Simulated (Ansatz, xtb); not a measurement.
## Relative energy of two structures of BClHSi

We compare I, a doublet given by its coordinates, with II, a doublet given by its coordinates. Both are isolated molecules in the gas phase, relaxed with r2SCAN-D4/def2-TZVP.

I (Å):

```
atom    x (Å)    y (Å)   z (Å)
   B  -1.3216   0.2894  2.3647
  Cl  -2.3854  -0.9946  1.9750
  Si  -0.1558   1.6741  2.7698
   H  -0.1911   0.4386  1.5869
```

Close contacts (Å): B1–Cl2 1.71, B1–Si3 1.85, B1–H4 1.38, Si3–H4 1.71.

II (Å):

```yaml
atoms:
  - { symbol: B, position_ang: [0.4899, -0.0106, -0.1975] }
  - { symbol: Cl, position_ang: [-0.3108, -0.6372, -1.7738] }
  - { symbol: Si, position_ang: [-0.7317, 1.4160, -0.5454] }
  - { symbol: H, position_ang: [1.3254, -0.6891, 0.2971] }
```

Close contacts (Å): B1–Cl2 1.88, B1–Si3 1.91, Cl2–Si3 2.43, B1–H4 1.18.

Energies in hartree; the thermal terms are from r2SCAN-D4/def2-TZVP harmonic frequencies (ideal gas, rigid rotor, one conformer each, 298.15 K, 1 atm) and include the zero-point energy:

|  | I | II |
| --- | --- | --- |
| E, CCSD(T)/def2-TZVP | −774.093535 | −774.093550 |
| zero-point energy | 0.011125 | 0.013100 |
| H(298 K) − E | 0.016158 | 0.017913 |
| G(298 K) − E | −0.015677 | −0.014252 |

Problem. Work out ΔE, ΔE₀, ΔH and ΔG for I → II in kcal/mol (1 Eh = 627.51 kcal/mol) and the equilibrium ratio [II]/[I].

Solution. 1. ΔE = −774.093550 − (−774.093535) = −0.000015 Eh = −0.01 kcal/mol.
2. ΔE₀ = ΔE + ΔZPE = −0.000015 + (+0.001975) Eh = +1.23 kcal/mol.
3. ΔH = ΔE + (+0.001755) Eh = +1.09 kcal/mol.
4. ΔG = ΔE + (+0.001425) Eh = +0.88 kcal/mol, so ΔS = (ΔH − ΔG)/T = +2.9 J/(mol K).
5. kT = 0.9442 mEh, so K = [II]/[I] = exp(−ΔG/kT) = exp(−1.49) ≈ 0.22.

The two are too close for this level to say which is favoured. An error of 1 kcal/mol in ΔG would change K by a factor of 5.4. Mirror images and further conformers aren't counted.

Other levels gave ΔE = +1.3 (r2SCAN-D4/def2-TZVP); −2.2 (HF/def2-TZVP); +0.4 (MP2/def2-TZVP) kcal/mol. Open shells are spin-unrestricted. The correlated steps freeze 11 core orbitals. Programs: Ansatz 0.2.0.
